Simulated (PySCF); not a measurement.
Computed NMR parameters against published values

Atom-mapped SMILES (the numbers label the heavy atoms): `[CH3:1][C:2](=[O:3])[Cl:4]` (H(Xn): hydrogen on atom n).

The experiment to reproduce: δ ¹³C C1 33.6; δ ¹H H(C1) 2.66 ppm (measured; solution, not stated per compound (mostly CDCl3 or CCl4); Pretsch, Buehlmann, Badertscher, Structure Determination of Organic Compounds, 4th ed. (2009)).
δ ¹⁷O O3 509.7 ppm (measured; liquid, neat, 295 K; 17O NMR survey of organic solvents and oxofluorinated compounds, PMC5915748).
δ ¹⁷O O3 504.4 ppm (measured; solution, CH3CN, 313 K; J.-C. Zhuo, Molecules 4 (1999) 320).

- shielding tensors at PBE0/pcSseg-1 (GIAO)
- geometry from GFN2-xTB
- program: PySCF
- single conformer, one averaged value for each set of equivalent atoms, in vacuum, no relativistic terms

Question: How close does the calculation come?

Answer: 
Reference values: measured (solution, not stated per compound (mostly CDCl3 or CCl4); Pretsch, Buehlmann, Badertscher, Structure Determination of Organic Compounds, 4th ed. (2009)).
```tsv
atoms	quantity	reference	computed	computed, scaled
C1	δ ¹³C	33.6	34.5	31.4
H(C1)	δ ¹H	2.66	2.56	2.50
```

Reference values: measured (liquid, neat, 295 K; 17O NMR survey of organic solvents and oxofluorinated compounds, PMC5915748).
| atoms | quantity | reference | computed | computed, scaled |
| --- | --- | --- | --- | --- |
| O3 | δ ¹⁷O vs D2O (external) | 509.7 | – | 513.6 |

Reference values: measured (solution, CH3CN, 313 K; J.-C. Zhuo, Molecules 4 (1999) 320).
```tsv
atoms	quantity	reference	computed	computed, scaled
O3	δ ¹⁷O vs H2O (external)	504.4	–	513.6
```

Computed shifts are σ(ref) − σ with the named reference compound (TMS for H and C) calculated as an isolated molecule at the same level. The measured values may be among those fitted. Expected solution values come from regression of measured δ (H and C: mostly CDCl3, vs TMS) on computed σ: ¹³C (scatter 2.1 ppm rms, 2.3 ppm with the 13 outliers that the fit left out, with a fitted term for attached Cl); ¹H (scatter 0.17 ppm rms, 0.18 ppm with the 4 outliers that the fit left out); ¹⁷O (scatter 10.7 ppm rms, 12.2 ppm with the 3 outliers that the fit left out vs liquid water, solution or neat liquid). Occasional misses reach two or three times the rms, and more in compound classes unlike the fitted ones.
